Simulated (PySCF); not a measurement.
# H₂ClO−, an ion with solvent molecules: interaction energy

Aim: the interaction energy of `[Cl-]` with `O`.

Computed with PySCF 2.14.0; each step states its level. No surroundings beyond the atoms listed, unless a continuum is named. Atoms count from 0, parts from 1.

## (1) The system as given

4 atoms, charge -1, multiplicity 1; geometry: GFN2-xTB. Parts: 1 = atom 0, `[Cl-]`, charge -1; 2 = atoms 1–3, `O`, charge 0.

## (2) Optimising the geometry at PBE0-D3(BJ)/def2-TZVPD

The job: settings as JSON, then the geometry in Å.

```
{"job": {"xc": "PBE0", "basis": "def2-TZVPD", "d3": "d3bj", "grid": 3, "kind": "geom", "shake": 0.01}, "charge": -1, "multiplicity": 1, "parts": [{"atoms": "0-0", "charge": -1, "multiplicity": 1}, {"atoms": "1-3", "charge": 0, "multiplicity": 1}]}
Cl     0.001086     0.019018    -0.042547
O     -1.993004    -1.302707    -1.913540
H     -1.641725    -2.161815    -1.709374
H     -1.402222    -0.694190    -1.364313
```

The run is started by

```console
> OMP_NUM_THREADS=1 python cluster_run.py task.json out
```

One launch serves the whole session: the jobs run in the order shown.

Standard output:

```text
step   0  E = -536.53477460  max force = 0.016895
step   1  E = -536.53530554  max force = 0.003570
step   2  E = -536.53532834  max force = 0.000268
step   3  E = -536.53532903  max force = 0.000178
optimisation converged
```

Run time: 13 s. Hardware: 1 thread of Arm Neoverse N1, shared host; peak memory 0.43 GiB.

Relaxation path:

| step | energy from step 0 (eV) | largest force component (eV/Å) |
| --- | --- | --- |
| 0 | 0.0000 | 0.8688 |
| 1 | -0.0144 | 0.1836 |
| 2 | -0.0151 | 0.0138 |
| 3 | -0.0151 | 0.0092 |

Close pairs (by a distance rule), those that changed most:

| bond | before (Å) | after (Å) | change (Å) |
| --- | --- | --- | --- |
| O1–H3 | 1.010 | 0.991 | -0.019 |
| O1–H2 | 0.950 | 0.959 | +0.009 |

The final coordinates are the input of the step that follows.

| at the end point | value |
| --- | --- |
| rotational constants (GHz, main isotopes) | 559.4, 4.546, 4.509 |

Contacts at the end point (a selection, picked against the atoms' radii; other short pairs can be missing):

| atoms | distance (Å) | kind (by distance and angle) | angle (°) |
| --- | --- | --- | --- |
| H3···Cl0 | 2.12 | hydrogen bond | 167 |

Against the parts relaxed at this level the binding energy is -15.30 kcal/mol, without counterpoise.

## (3) Coupled-cluster interaction energy: CCSD(T) and MP2, 2.12 Å

The job: settings as JSON, then the geometry in Å.

```
{"job": {"kind": "intercc", "basis": "aug-cc-pVDZ", "basis_mid": "aug-cc-pVTZ", "basis_large": "aug-cc-pVQZ"}, "charge": -1, "multiplicity": 1, "parts": [{"atoms": "0-0", "charge": -1, "multiplicity": 1}, {"atoms": "1-3", "charge": 0, "multiplicity": 1}]}
Cl    -0.005430     0.079425    -0.023163
O     -2.008689    -1.326073    -1.922189
H     -1.616102    -2.187569    -1.767541
H     -1.439920    -0.751073    -1.348690
```

With the program's defaults for keys left out, this is: CCSD(T)/aug-cc-pVDZ and MP2/aug-cc-pVTZ, aug-cc-pVQZ counterpoise interaction energy, frozen core, gas phase.

Standard output:

```text
part 1, own basis, geometry of the cluster
final grid: 11752 points
cycle   1  E = -459.5313811503  dE = -2.624e-01  |g| = 3.308e-01  |ddm| = 5.018e-01
cycle   2  E = -459.5679486961  dE = -3.657e-02  |g| = 1.745e-01  |ddm| = 9.729e-01
cycle   3  E = -459.5736707431  dE = -5.722e-03  |g| = 1.447e-02  |ddm| = 1.846e-01
cycle   4  E = -459.5737325466  dE = -6.180e-05  |g| = 2.898e-03  |ddm| = 3.265e-02
cycle   5  E = -459.5737369306  dE = -4.384e-06  |g| = 3.723e-04  |ddm| = 1.275e-02
cycle   6  E = -459.5737370341  dE = -1.035e-07  |g| = 1.955e-05  |ddm| = 2.526e-03
cycle   7  E = -459.5737370343  dE = -2.409e-10  |g| = 2.152e-06  |ddm| = 8.779e-05
converged SCF energy = -459.5737370343

part 2, own basis, geometry of the cluster
final grid: 21952 points
cycle   1  E = -76.0207743806  dE = -1.715e-01  |g| = 4.391e-01  |ddm| = 2.755e+00
cycle   2  E = -76.0466373989  dE = -2.586e-02  |g| = 2.682e-01  |ddm| = 7.460e-01
cycle   3  E = -76.0577467632  dE = -1.111e-02  |g| = 2.638e-02  |ddm| = 2.871e-01
cycle   4  E = -76.0579101121  dE = -1.633e-04  |g| = 6.184e-03  |ddm| = 3.237e-02
cycle   5  E = -76.0579275939  dE = -1.748e-05  |g| = 1.374e-03  |ddm| = 1.145e-02
cycle   6  E = -76.0579288529  dE = -1.259e-06  |g| = 2.654e-04  |ddm| = 3.282e-03
cycle   7  E = -76.0579289048  dE = -5.187e-08  |g| = 3.673e-05  |ddm| = 8.780e-04
cycle   8  E = -76.0579289056  dE = -7.980e-10  |g| = 4.366e-06  |ddm| = 1.075e-04
converged SCF energy = -76.0579289056

part 1, own basis, relaxed alone: E = -459.5737370343 (as before)

part 2, own basis, relaxed alone
final grid: 21952 points
cycle   1  E = -76.0245249181  dE = -1.479e-01  |g| = 4.359e-01  |ddm| = 2.791e+00
cycle   2  E = -76.0498626709  dE = -2.534e-02  |g| = 2.605e-01  |ddm| = 7.448e-01
cycle   3  E = -76.0602382521  dE = -1.038e-02  |g| = 2.575e-02  |ddm| = 2.809e-01
cycle   4  E = -76.0603902360  dE = -1.520e-04  |g| = 5.727e-03  |ddm| = 3.219e-02
cycle   5  E = -76.0604044469  dE = -1.421e-05  |g| = 1.204e-03  |ddm| = 1.042e-02
cycle   6  E = -76.0604053641  dE = -9.172e-07  |g| = 2.269e-04  |ddm| = 2.695e-03
cycle   7  E = -76.0604054014  dE = -3.737e-08  |g| = 3.531e-05  |ddm| = 7.321e-04
cycle   8  E = -76.0604054022  dE = -7.605e-10  |g| = 4.202e-06  |ddm| = 1.044e-04
converged SCF energy = -76.0604054022

cluster
final grid: 3952 points
cycle   1  E = -535.6499557885  dE = -1.142e-02  |g| = 4.343e-02  |ddm| = 4.328e-01
cycle   2  E = -535.6510404583  dE = -1.085e-03  |g| = 1.614e-02  |ddm| = 9.552e-02
cycle   3  E = -535.6512315050  dE = -1.910e-04  |g| = 5.121e-03  |ddm| = 4.321e-02
cycle   4  E = -535.6512489124  dE = -1.741e-05  |g| = 1.785e-03  |ddm| = 1.390e-02
cycle   5  E = -535.6512502396  dE = -1.327e-06  |g| = 5.846e-04  |ddm| = 3.667e-03
cycle   6  E = -535.6512503892  dE = -1.496e-07  |g| = 1.190e-04  |ddm| = 1.402e-03
cycle   7  E = -535.6512503979  dE = -8.686e-09  |g| = 2.915e-05  |ddm| = 3.830e-04
cycle   8  E = -535.6512503984  dE = -5.386e-10  |g| = 5.642e-06  |ddm| = 1.077e-04
converged SCF energy = -535.6512503984

part 1 in the basis of the cluster
final grid: 3952 points
cycle   1  E = -459.5735434561  dE = -2.889e-05  |g| = 1.207e-03  |ddm| = 8.376e-02
cycle   2  E = -459.5735439476  dE = -4.915e-07  |g| = 2.439e-04  |ddm| = 9.884e-03
cycle   3  E = -459.5735439845  dE = -3.689e-08  |g| = 1.161e-04  |ddm| = 1.633e-03
cycle   4  E = -459.5735439886  dE = -4.177e-09  |g| = 1.667e-05  |ddm| = 4.051e-04
cycle   5  E = -459.5735439889  dE = -2.912e-10  |g| = 1.808e-06  |ddm| = 1.331e-04
converged SCF energy = -459.5735439889

part 2 in the basis of the cluster
final grid: 3952 points
cycle   1  E = -76.0579562831  dE = -2.795e-05  |g| = 9.597e-04  |ddm| = 1.015e-01
cycle   2  E = -76.0579566086  dE = -3.255e-07  |g| = 1.183e-04  |ddm| = 1.058e-02
cycle   3  E = -76.0579566153  dE = -6.655e-09  |g| = 1.336e-05  |ddm| = 1.435e-03
cycle   4  E = -76.0579566153  dE = -6.868e-11  |g| = 7.370e-06  |ddm| = 5.291e-05
converged SCF energy = -76.0579566153

Interaction energy (kcal/mol)
  counterpoise      -15.213
  uncorrected       -15.971
  dispersion part     0.000
  deformation         0.591
  binding           -14.622

Decomposition of the uncorrected value (kcal/mol)
  electrostatic     -19.934
  Pauli              15.485
  orbital            -7.980
  dispersion          0.000
  correlation        -3.541

Charge of each part in the cluster: -0.967 -0.033
part 1, own basis, geometry of the cluster
final grid: 11752 points
cycle   1  E = -459.5342451570  dE = -2.626e-01  |g| = 3.296e-01  |ddm| = 7.092e-01
cycle   2  E = -459.5708423922  dE = -3.660e-02  |g| = 1.774e-01  |ddm| = 9.359e-01
cycle   3  E = -459.5765244725  dE = -5.682e-03  |g| = 1.539e-02  |ddm| = 4.004e-01
cycle   4  E = -459.5765884905  dE = -6.402e-05  |g| = 3.203e-03  |ddm| = 3.479e-02
cycle   5  E = -459.5765934595  dE = -4.969e-06  |g| = 4.344e-04  |ddm| = 1.106e-02
cycle   6  E = -459.5765936147  dE = -1.552e-07  |g| = 3.518e-05  |ddm| = 2.672e-03
cycle   7  E = -459.5765936161  dE = -1.445e-09  |g| = 1.941e-06  |ddm| = 2.890e-04
cycle   8  E = -459.5765936161  dE = -2.160e-12  |g| = 1.965e-07  |ddm| = 5.823e-06
converged SCF energy = -459.5765936161

part 2, own basis, geometry of the cluster
final grid: 21952 points
cycle   1  E = -76.0256818284  dE = -1.722e-01  |g| = 4.438e-01  |ddm| = 2.911e+00
cycle   2  E = -76.0517390503  dE = -2.606e-02  |g| = 2.711e-01  |ddm| = 6.984e-01
cycle   3  E = -76.0630451278  dE = -1.131e-02  |g| = 2.694e-02  |ddm| = 2.865e-01
cycle   4  E = -76.0632108696  dE = -1.657e-04  |g| = 6.379e-03  |ddm| = 3.226e-02
cycle   5  E = -76.0632288719  dE = -1.800e-05  |g| = 1.433e-03  |ddm| = 1.169e-02
cycle   6  E = -76.0632302133  dE = -1.341e-06  |g| = 2.857e-04  |ddm| = 3.310e-03
cycle   7  E = -76.0632302728  dE = -5.955e-08  |g| = 4.103e-05  |ddm| = 8.894e-04
cycle   8  E = -76.0632302738  dE = -1.023e-09  |g| = 5.108e-06  |ddm| = 1.228e-04
cycle   9  E = -76.0632302738  dE = -1.273e-11  |g| = 7.648e-07  |ddm| = 1.162e-05
converged SCF energy = -76.0632302738

part 1, own basis, relaxed alone: E = -459.5765936161 (as before)

part 2, own basis, relaxed alone
final grid: 21952 points
cycle   1  E = -76.0295033394  dE = -1.486e-01  |g| = 4.405e-01  |ddm| = 2.948e+00
cycle   2  E = -76.0550395618  dE = -2.554e-02  |g| = 2.634e-01  |ddm| = 6.938e-01
cycle   3  E = -76.0656040889  dE = -1.056e-02  |g| = 2.628e-02  |ddm| = 2.804e-01
cycle   4  E = -76.0657581345  dE = -1.540e-04  |g| = 5.916e-03  |ddm| = 3.201e-02
cycle   5  E = -76.0657727954  dE = -1.466e-05  |g| = 1.258e-03  |ddm| = 1.062e-02
cycle   6  E = -76.0657737771  dE = -9.817e-07  |g| = 2.438e-04  |ddm| = 2.717e-03
cycle   7  E = -76.0657738198  dE = -4.265e-08  |g| = 3.925e-05  |ddm| = 7.262e-04
cycle   8  E = -76.0657738207  dE = -9.624e-10  |g| = 4.970e-06  |ddm| = 1.190e-04
converged SCF energy = -76.0657738207

cluster
final grid: 3952 points
cycle   1  E = -535.6580779173  dE = -1.139e-02  |g| = 4.401e-02  |ddm| = 4.393e-01
cycle   2  E = -535.6591660743  dE = -1.088e-03  |g| = 1.648e-02  |ddm| = 8.501e-02
cycle   3  E = -535.6593555654  dE = -1.895e-04  |g| = 5.497e-03  |ddm| = 4.130e-02
cycle   4  E = -535.6593761335  dE = -2.057e-05  |g| = 1.799e-03  |ddm| = 1.554e-02
cycle   5  E = -535.6593774910  dE = -1.358e-06  |g| = 6.243e-04  |ddm| = 3.857e-03
cycle   6  E = -535.6593776587  dE = -1.677e-07  |g| = 1.323e-04  |ddm| = 1.542e-03
cycle   7  E = -535.6593776691  dE = -1.047e-08  |g| = 3.238e-05  |ddm| = 5.071e-04
cycle   8  E = -535.6593776698  dE = -6.557e-10  |g| = 5.966e-06  |ddm| = 1.641e-04
converged SCF energy = -535.6593776698

part 1 in the basis of the cluster
final grid: 3952 points
cycle   1  E = -459.5763892261  dE = -7.493e-06  |g| = 8.709e-04  |ddm| = 5.834e-02
cycle   2  E = -459.5763895957  dE = -3.696e-07  |g| = 2.472e-04  |ddm| = 7.522e-03
cycle   3  E = -459.5763896351  dE = -3.943e-08  |g| = 1.045e-04  |ddm| = 1.437e-03
cycle   4  E = -459.5763896414  dE = -6.259e-09  |g| = 9.021e-06  |ddm| = 6.287e-04
cycle   5  E = -459.5763896414  dE = -9.118e-11  |g| = 1.400e-06  |ddm| = 1.368e-04
converged SCF energy = -459.5763896414

part 2 in the basis of the cluster
final grid: 3952 points
cycle   1  E = -76.0632414875  dE = -1.188e-05  |g| = 6.055e-04  |ddm| = 1.423e-01
cycle   2  E = -76.0632416110  dE = -1.236e-07  |g| = 7.080e-05  |ddm| = 1.237e-02
cycle   3  E = -76.0632416133  dE = -2.304e-09  |g| = 5.253e-06  |ddm| = 1.486e-03
cycle   4  E = -76.0632416134  dE = -1.563e-11  |g| = 1.432e-06  |ddm| = 6.415e-05
converged SCF energy = -76.0632416134

Interaction energy (kcal/mol)
  counterpoise      -15.502
  uncorrected       -15.949
  dispersion part     0.000
  deformation         0.680
  binding           -14.821

Decomposition of the uncorrected value (kcal/mol)
  electrostatic     -19.940
  Pauli              15.501
  orbital            -7.965
  dispersion          0.000
  correlation        -3.545

Charge of each part in the cluster: -0.967 -0.033
part 1 in the basis of the cluster: E(HF) = -459.563741205  E2 = -0.160218214  E(CCSD corr) = -0.171681963  (T) = -0.004327782
part 2 in the basis of the cluster: E(HF) = -76.039029642  E2 = -0.221497294  E(CCSD corr) = -0.229123094  (T) = -0.005421279
cluster: E(HF) = -535.622245685  E2 = -0.384799482  E(CCSD corr) = -0.402843276  (T) = -0.010239002

Counterpoise interaction energy (kcal/mol)
  hf_small                 -12.221
  mp2_small                -14.156
  ccsd_small               -13.500
  ccsdt_small              -13.807
  hf_large                 -12.391
  mp2_large                -15.502
  hf_middle                -12.393
  mp2_middle               -15.213
  scs_mp2_large            -14.578
  mp2_limit                -15.714
  ccsdt_less_mp2             0.349
  ccsdt_limit_estimate     -15.365
  bsse_mp2_large             0.447
```

Wall time 24 s (1 thread of Arm Neoverse N1, shared host); peak memory 0.51 GiB.

Contacts at this geometry (a selection, picked against the atoms' radii; other short pairs can be missing):

| atoms | distance (Å) | kind (by distance and angle) | angle (°) |
| --- | --- | --- | --- |
| H3···Cl0 | 2.12 | hydrogen bond | 167 |

Differences are taken before rounding.

| method | interaction energy (kcal/mol) | from CCSD(T), limit estimate (kcal/mol) |
| --- | --- | --- |
| HF/aug-cc-pVDZ | -12.22 | +3.14 |
| MP2/aug-cc-pVDZ | -14.16 | +1.21 |
| CCSD/aug-cc-pVDZ | -13.50 | +1.87 |
| CCSD(T)/aug-cc-pVDZ | -13.81 | +1.56 |
| HF/aug-cc-pVQZ | -12.39 | +2.97 |
| MP2/aug-cc-pVQZ | -15.50 | -0.14 |
| SCS-MP2/aug-cc-pVQZ | -14.58 | +0.79 |
| MP2, extrapolated | -15.71 | -0.35 |
| CCSD(T), limit estimate | -15.37 | 0 |

These energies keep the parts at their geometry in the cluster; deforming them to it costs 0.68 kcal/mol (MP2).

## (4) Coupled-cluster interaction energy: CCSD(T) and MP2, 2.23 Å

Settings changed since step 3:

```diff
@@ -2,4 +2,4 @@
 Cl    -0.005430     0.079425    -0.023163
-O     -2.008689    -1.326073    -1.922189
-H     -1.616102    -2.187569    -1.767541
-H     -1.439920    -0.751073    -1.348690
+O     -2.080414    -1.367598    -1.988465
+H     -1.687826    -2.229094    -1.833817
+H     -1.511644    -0.792598    -1.414966
```

Level: CCSD(T)/aug-cc-pVDZ and MP2/aug-cc-pVTZ, aug-cc-pVQZ counterpoise interaction energy, frozen core, gas phase.

Standard output:

```text
part 1, own basis, geometry of the cluster: E = -459.5737370343 (as before)

part 2, own basis, geometry of the cluster: E = -76.0579289056 (as before)

part 1, own basis, relaxed alone: E = -459.5737370343 (as before)

part 2, own basis, relaxed alone: E = -76.0604054022 (as before)

cluster
final grid: 3952 points
cycle   1  E = -535.6508397979  dE = -9.145e-03  |g| = 3.882e-02  |ddm| = 3.770e-01
cycle   2  E = -535.6517116569  dE = -8.719e-04  |g| = 1.470e-02  |ddm| = 8.711e-02
cycle   3  E = -535.6518634811  dE = -1.518e-04  |g| = 5.639e-03  |ddm| = 3.869e-02
cycle   4  E = -535.6518805367  dE = -1.706e-05  |g| = 2.054e-03  |ddm| = 1.353e-02
cycle   5  E = -535.6518821991  dE = -1.662e-06  |g| = 5.004e-04  |ddm| = 3.987e-03
cycle   6  E = -535.6518823499  dE = -1.507e-07  |g| = 9.961e-05  |ddm| = 1.513e-03
cycle   7  E = -535.6518823563  dE = -6.475e-09  |g| = 2.597e-05  |ddm| = 3.280e-04
cycle   8  E = -535.6518823568  dE = -4.408e-10  |g| = 5.042e-06  |ddm| = 9.700e-05
converged SCF energy = -535.6518823568

part 1 in the basis of the cluster
final grid: 3952 points
cycle   1  E = -459.5735452750  dE = -2.705e-05  |g| = 1.178e-03  |ddm| = 8.148e-02
cycle   2  E = -459.5735457554  dE = -4.804e-07  |g| = 2.410e-04  |ddm| = 1.027e-02
cycle   3  E = -459.5735457915  dE = -3.612e-08  |g| = 1.144e-04  |ddm| = 1.772e-03
cycle   4  E = -459.5735457956  dE = -4.123e-09  |g| = 1.630e-05  |ddm| = 4.400e-04
cycle   5  E = -459.5735457959  dE = -2.775e-10  |g| = 1.863e-06  |ddm| = 1.264e-04
converged SCF energy = -459.5735457959

part 2 in the basis of the cluster
final grid: 3952 points
cycle   1  E = -76.0579524026  dE = -2.405e-05  |g| = 8.841e-04  |ddm| = 1.020e-01
cycle   2  E = -76.0579526846  dE = -2.820e-07  |g| = 1.094e-04  |ddm| = 1.084e-02
cycle   3  E = -76.0579526903  dE = -5.751e-09  |g| = 1.203e-05  |ddm| = 1.466e-03
cycle   4  E = -76.0579526904  dE = -5.549e-11  |g| = 6.670e-06  |ddm| = 4.788e-05
converged SCF energy = -76.0579526904

Interaction energy (kcal/mol)
  counterpoise      -15.110
  uncorrected       -15.760
  dispersion part     0.000
  deformation         0.591
  binding           -14.518

Decomposition of the uncorrected value (kcal/mol)
  electrostatic     -17.744
  Pauli              11.313
  orbital            -6.393
  dispersion          0.000
  correlation        -2.937

Charge of each part in the cluster: -0.972 -0.028
part 1, own basis, geometry of the cluster: E = -459.5765936161 (as before)

part 2, own basis, geometry of the cluster: E = -76.0632302738 (as before)

part 1, own basis, relaxed alone: E = -459.5765936161 (as before)

part 2, own basis, relaxed alone: E = -76.0657738207 (as before)

cluster
final grid: 3952 points
cycle   1  E = -535.6589660458  dE = -9.155e-03  |g| = 3.934e-02  |ddm| = 3.746e-01
cycle   2  E = -535.6598433593  dE = -8.773e-04  |g| = 1.503e-02  |ddm| = 7.540e-02
cycle   3  E = -535.6599946513  dE = -1.513e-04  |g| = 5.816e-03  |ddm| = 3.670e-02
cycle   4  E = -535.6600139596  dE = -1.931e-05  |g| = 2.133e-03  |ddm| = 1.472e-02
cycle   5  E = -535.6600156517  dE = -1.692e-06  |g| = 5.495e-04  |ddm| = 4.025e-03
cycle   6  E = -535.6600158269  dE = -1.752e-07  |g| = 1.102e-04  |ddm| = 1.699e-03
cycle   7  E = -535.6600158348  dE = -7.882e-09  |g| = 2.872e-05  |ddm| = 4.496e-04
cycle   8  E = -535.6600158353  dE = -5.375e-10  |g| = 5.371e-06  |ddm| = 1.443e-04
converged SCF energy = -535.6600158353

part 1 in the basis of the cluster
final grid: 3952 points
cycle   1  E = -459.5763922798  dE = -7.170e-06  |g| = 8.596e-04  |ddm| = 4.117e-02
cycle   2  E = -459.5763926403  dE = -3.605e-07  |g| = 2.439e-04  |ddm| = 6.316e-03
cycle   3  E = -459.5763926787  dE = -3.844e-08  |g| = 1.032e-04  |ddm| = 1.376e-03
cycle   4  E = -459.5763926848  dE = -6.098e-09  |g| = 8.923e-06  |ddm| = 6.116e-04
cycle   5  E = -459.5763926849  dE = -8.652e-11  |g| = 1.428e-06  |ddm| = 1.219e-04
converged SCF energy = -459.5763926849

part 2 in the basis of the cluster
final grid: 3952 points
cycle   1  E = -76.0632400039  dE = -1.039e-05  |g| = 5.639e-04  |ddm| = 1.160e-01
cycle   2  E = -76.0632401125  dE = -1.086e-07  |g| = 6.594e-05  |ddm| = 9.959e-03
cycle   3  E = -76.0632401145  dE = -1.994e-09  |g| = 4.701e-06  |ddm| = 1.190e-03
cycle   4  E = -76.0632401145  dE = -1.218e-11  |g| = 1.277e-06  |ddm| = 5.205e-05
converged SCF energy = -76.0632401145

Interaction energy (kcal/mol)
  counterpoise      -15.347
  uncorrected       -15.721
  dispersion part     0.000
  deformation         0.680
  binding           -14.667

Decomposition of the uncorrected value (kcal/mol)
  electrostatic     -17.731
  Pauli              11.333
  orbital            -6.404
  dispersion          0.000
  correlation        -2.919

Charge of each part in the cluster: -0.971 -0.029
part 1 in the basis of the cluster: E(HF) = -459.563730765  E2 = -0.160081247  E(CCSD corr) = -0.171540581  (T) = -0.004306114
part 2 in the basis of the cluster: E(HF) = -76.039021250  E2 = -0.221462295  E(CCSD corr) = -0.229090221  (T) = -0.005415488
cluster: E(HF) = -535.622914295  E2 = -0.384064118  E(CCSD corr) = -0.402305578  (T) = -0.010143994

Counterpoise interaction energy (kcal/mol)
  hf_small                 -12.652
  mp2_small                -14.234
  ccsd_small               -13.703
  ccsdt_small              -13.968
  hf_large                 -12.790
  mp2_large                -15.347
  hf_middle                -12.791
  mp2_middle               -15.110
  scs_mp2_large            -14.568
  mp2_limit                -15.521
  ccsdt_less_mp2             0.266
  ccsdt_limit_estimate     -15.256
  bsse_mp2_large             0.374
```

Wall time 21 s (1 thread of Arm Neoverse N1, shared host); peak memory 0.51 GiB.

Contacts at this geometry (a selection, picked against the atoms' radii; other short pairs can be missing):

| atoms | distance (Å) | kind (by distance and angle) | angle (°) |
| --- | --- | --- | --- |
| H3···Cl0 | 2.23 | hydrogen bond | 167 |

Differences are taken before rounding.

| method | interaction energy (kcal/mol) | from CCSD(T), limit estimate (kcal/mol) |
| --- | --- | --- |
| HF/aug-cc-pVDZ | -12.65 | +2.60 |
| MP2/aug-cc-pVDZ | -14.23 | +1.02 |
| CCSD/aug-cc-pVDZ | -13.70 | +1.55 |
| CCSD(T)/aug-cc-pVDZ | -13.97 | +1.29 |
| HF/aug-cc-pVQZ | -12.79 | +2.47 |
| MP2/aug-cc-pVQZ | -15.35 | -0.09 |
| SCS-MP2/aug-cc-pVQZ | -14.57 | +0.69 |
| MP2, extrapolated | -15.52 | -0.27 |
| CCSD(T), limit estimate | -15.26 | 0 |

These energies keep the parts at their geometry in the cluster; deforming them to it costs 0.68 kcal/mol (MP2).

(Part 1 of 3 ends here.)
